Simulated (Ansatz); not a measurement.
# Worked example: correlation energy of CN, doublet

Geometry: MP2(full)/6-31G*, from the G2/97 set.

```xyz
2

C     0.0000    0.0000    0.0000
N     0.0000    0.0000    1.1348
```

Basis STO-3G; Ansatz 0.2.0. Correlated methods freeze the noble-gas cores, which leaves 9 electrons in 8 orbitals. R marks a restricted (for open shells ROHF) determinant.

Full CI is exact within this basis and frozen core; it isn't the basis-set limit.

Runs differ by some tens of microhartree through their thresholds and, for an open shell, their frozen cores, so steps under 0.03 kcal/mol mean nothing.

| level | total energy (hartree) |
| --- | --- |
| RHF | -90.994834 |
| RMP2 | -91.142088 |
| RCCSD | -91.154645 |
| RCCSD(T) | -91.156582 |
| RCCSDT | -91.157657 |
| RCCSDT(Q) | -91.159319 |
| RCCSDTQ | -91.159333 |
| full CI | -91.159526 |

Problem. What is the correlation energy at full CI, and what share of it do RMP2 and RCCSDTQ recover?

Solution. E(corr) = -91.159526 − (-90.994834) = -0.164692 hartree = -4.481 eV. RMP2: -0.147254 / -0.164692 = 89.41 %. RCCSDTQ: -0.164499 / -0.164692 = 99.88 %.

Problem. By how many kcal/mol does RCCSD(T) miss full CI (1 hartree = 627.509 kcal/mol), and which steps make up the rest?

Solution. -91.156582 − (-91.159526) = 0.002944 hartree = 1.85 kcal/mol. Steps: RCCSDT − RCCSD(T) = -0.67, RCCSDT(Q) − RCCSDT = -1.04, RCCSDTQ − RCCSDT(Q) = -0.01, full CI − RCCSDTQ = -0.12 kcal/mol. Differences between like states or geometries often cancel part of this.
